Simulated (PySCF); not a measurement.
Species: C3H2FPS.
SMILES with atom numbers: `[F:1][c:2]1[cH:3][s:4][cH:5][p:6]1` (hydrogens: H7 on C3; H8 on C5)

Structure used (PBE0-D3(BJ)/def2-SVP), in Å, numbered top down from 1:
```
atom  x, y, z in Å
F1     2.239   -0.250    0.918
C2     0.996   -0.163    0.455
C3     0.651    0.805   -0.445
S4    -0.984    0.780   -0.936
C5    -1.438   -0.559    0.015
P6    -0.259   -1.314    0.999
H7     1.330    1.557   -0.847
H8    -2.481   -0.875   -0.054
```

The calculation used EOM-IP-CCSD/aug-cc-pVDZ in PySCF, restricted Hartree–Fock reference, frozen core, non-relativistic, gas phase, PBE0-D3(BJ)/def2-SVP geometry.

Hartree–Fock orbital energies give these Koopmans values (eV): HOMO 9.17, HOMO-1 9.66, HOMO-2 11.30, HOMO-3 13.54, HOMO-4 14.28, HOMO-5 15.52, HOMO-6 15.65, HOMO-7 18.23.

Task: What vertical ionisation energies does EOM-IP-CCSD give?

Result: 
| leading hole (HF orbital) | Koopmans (eV) | EOM-IP-CCSD (eV) | change (eV) | one-hole share |
| --- | --- | --- | --- | --- |
| HOMO | 9.17 | 9.12 | -0.05 | 0.95 |
| HOMO-1 | 9.66 | 9.34 | -0.32 | 0.95 |
| HOMO-2 | 11.30 | 10.46 | -0.84 | 0.94 |
| HOMO-3 | 13.54 | 12.14 | -1.40 | 0.95 |
| HOMO-4 | 14.28 | 12.84 | -1.44 | 0.89 |
| HOMO-6 | 15.65 | 13.95 | -1.70 | 0.93 |
| HOMO-5 | 15.52 | 14.18 | -1.34 | 0.95 |
| HOMO-7 | 18.23 | 15.62 | -2.61 | 0.92 |

Task: Does the order of the lines follow the orbital energies?

Result: No: the HOMO-6 hole (13.95 eV) falls below the HOMO-5 hole (14.18 eV). The corrections run from -2.61 to -0.05 eV, with a mean of -1.21 eV over the 8 lines; no line lies above its Koopmans value. Koopmans values leave out both the relaxation of the orbitals and the change in correlation energy.

Task: At what kinetic energies would He II light (40.81 eV) eject these electrons?

Result: 31.69 eV (HOMO), 31.47 eV (HOMO-1), 30.35 eV (HOMO-2), 28.67 eV (HOMO-3), 27.97 eV (HOMO-4), 26.86 eV (HOMO-6), 26.63 eV (HOMO-5), 25.19 eV (HOMO-7).

One root was sought for each valence orbital with −ε under 21 eV, eight at most, so deeper holes and satellites are missing; no vibrational structure.
